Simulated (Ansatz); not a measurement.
A made-up structure of AlSi$_{2}$H$_{6}$ (charge +1), closed shell:

```xyz
9
angstrom
Si 0.2358 1.4649 0.9501
Al -0.8852 0.4877 -0.9850
Si 0.8201 -0.8936 0.7214
H -2.2951 -0.0769 -0.9232
H -0.3063 0.5571 -2.3888
H 0.4249 2.6452 1.7166
H 2.0307 -1.3546 0.0016
H -0.1604 -0.9865 -0.6383
H 0.0963 -1.9702 1.4376
```

It is relaxed with PBE-D4/def2-SVP and then PBE0-D4/def2-TZVP (Ansatz 0.2.0). Atoms count as bonded within 1.22 times the sum of their covalent radii (H–H: 0.88 Å). The end point is not checked to be a true minimum.

(1) Does its bonding change? (Judge from chemistry; the calculation decides.)

Answers

(1) The calculation gives: Yes. Formed: none; broken: Al2–Si3, Al2–H8.

Where it ends: The first stage lowers the energy by 1.31 eV in 22 steps. It ends as AlSi₂H₆ ([AlH2][SiH][SiH3]), total charge +1:
```xyz
9
angstrom
Si 0.0083 0.6010 0.2748
Al -1.5705 1.2633 -1.5756
Si 1.1086 -1.3928 0.8972
H -3.0713 1.0497 -1.1724
H -0.7988 1.7666 -2.8454
H 0.3825 1.6760 1.2395
H 2.5405 -1.0079 0.8515
H 0.7425 -2.4594 -0.0561
H 0.6188 -1.6235 2.2783
```

Labels in which every atom is bracketed show which atoms are joined, not bond orders.

For scale, one of the runs: PBE0-D4/def2-TZVP relaxation, 147 basis functions, launched by `ansatz run in.yaml --threads 2 --pin off --events-out ev --progress --plain --max-ram 4352MiB`. Hardware: 2 CPU threads of an Intel Xeon Platinum 8259CL, shared host. Wall time about 22 s.
